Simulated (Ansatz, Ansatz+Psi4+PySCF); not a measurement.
```xyz
2

C     0.0000    0.0000   -0.5930
O     0.0000    0.0000    0.4448
```

Basis set: cc-pVTZ (spherical functions). Correlated methods keep 2 orbitals frozen. Charge 0, multiplicity 1.

Computed with Ansatz (development build ahead of 0.2.0); each method stands on the lowest determinant of its kind that the runs found. Restricted open shells among the atoms or ions are ROHF, correlated in semicanonical orbitals with singles.

The atomization energy at this shape (free ground-state atoms in the same class of orbitals less the molecule, no zero-point energy) of singlet CO:

| method | atomization energy |
| --- | --- |
| RHF | 172.79 kcal/mol |

(1) What does RHF-MP2 give?

## Answers

(1) 247.95 kcal/mol. Caution: the shape is not the minimum.
